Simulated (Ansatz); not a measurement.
C4H5FS, SMILES `C/C=C(\F)C=S` at its PBE0-D4/def2-TZVP geometry, where that method's forces vanish. Charge 0, multiplicity 1.

```xyz
11

C    -1.5750   -0.3186    0.7651
C    -0.1846   -0.4401    0.2755
C     0.4799    0.4889   -0.4142
F    -0.1182    1.6585   -0.7198
C     1.8352    0.4044   -0.9067
S     2.8649   -0.8319   -0.7397
H    -2.0220    0.6375    0.4977
H    -1.6061   -0.4301    1.8538
H    -2.1938   -1.1240    0.3563
H     0.3748   -1.3484    0.4755
H     2.1449    1.3037   -1.4433
```

(1) What forces (eV/Å) does r2SCAN-D4/def2-TZVPP give on these atoms in Ansatz? (An estimate is asked.)

Answers

(1) Computed: 
```
C1  -0.035  0.039 -0.005
C2  -0.172 -0.221  0.170
C3   0.366 -0.087 -0.104
F4  -0.179  0.293 -0.065
C5  -0.174  0.211 -0.030
S6   0.232 -0.254  0.026
H7   0.006 -0.015  0.004
H8  -0.013 -0.014 -0.010
H9  -0.002  0.001  0.022
H10 -0.008  0.011 -0.001
H11 -0.022  0.037 -0.008
```
